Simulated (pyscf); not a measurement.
F–Ge•(F)–F (SMILES [F][Ge]([F])[F]) + NH₃ (SMILES N) -> H₂N–Ge(F)(F)–F (SMILES [NH2][Ge]([F])([F])[F]) + H• (SMILES [H]), a substitution at N (doublet surface; H–N broken, Ge–N formed). Structures and frequencies: ωB97X-D3(BJ)/def2-SVP in PySCF. Energies in kcal/mol from the separated reactants.

Small-basis levels: PySCF, no dispersion term, spherical d functions. AM1 to PM7: differences of heats of formation from MOPAC, which are fitted to 298 K values and so differ in kind from electronic energies by zero-point and thermal terms. Open shells are spin-unrestricted. 

```json
[
 {"level": "HF/STO-3G", "barrier": "49.3", "reaction energy": "+10.5"},
 {"level": "HF/6-31G*+LANL2DZ", "barrier": "36.4", "reaction energy": "+4.6"},
 {"level": "MP2/6-31G*+LANL2DZ", "barrier": "26.0", "reaction energy": "+1.6"},
 {"level": "BP86/6-31G*+LANL2DZ", "barrier": "18.7", "reaction energy": "+18.2"},
 {"level": "PBE/6-31G*+LANL2DZ", "barrier": "17.4", "reaction energy": "+15.0"},
 {"level": "M06-2X/6-31G*+LANL2DZ", "barrier": "19.5", "reaction energy": "+3.7"},
 {"level": "PBE/def2-SVP", "barrier": "19.2", "reaction energy": "+18.1"},
 {"level": "B3LYP/def2-SVP", "barrier": "24.8", "reaction energy": "+19.3"},
 {"level": "PM6", "barrier": "16.3", "reaction energy": "+22.5"},
 {"level": "ωB97M-D3(BJ)/def2-TZVP", "barrier": "31.0", "reaction energy": "+19.0"}
]
```

Against the last row the barrier runs from -14.6 (PM6) to +18.4 kcal/mol (HF/STO-3G). At PM6 this geometry lies under one side, so the entry may be no barrier of that level: it is a single point on another level's saddle. ωB97M-D3(BJ)/def2-TZVP has limits of its own. On the reactant side the descent ends in an adduct with a Ge–N contact, 18.0 kcal/mol under the separated species and 46.9 kcal/mol under the saddle at ωB97X-D3(BJ)/def2-TZVP. What is counted as formed (Ge–N) is already present as a longer contact in the reactant adduct; forming that adduct is a step of its own. At ωB97X-D3(BJ)/def2-TZVP the barrier from the zero used here is 29.0 kcal/mol. The same reactants have a lower exit, to F–GeH(F)–F + NH₂• (barrier +25.7 kcal/mol at ωB97M-D3(BJ)/def2-TZVP, against +31.0 kcal/mol here). This is the saddle that the search found; another between the same sides may lie lower. The angle at the attacked N is 138°. In the def2 sets elements up to Kr have no core potential.
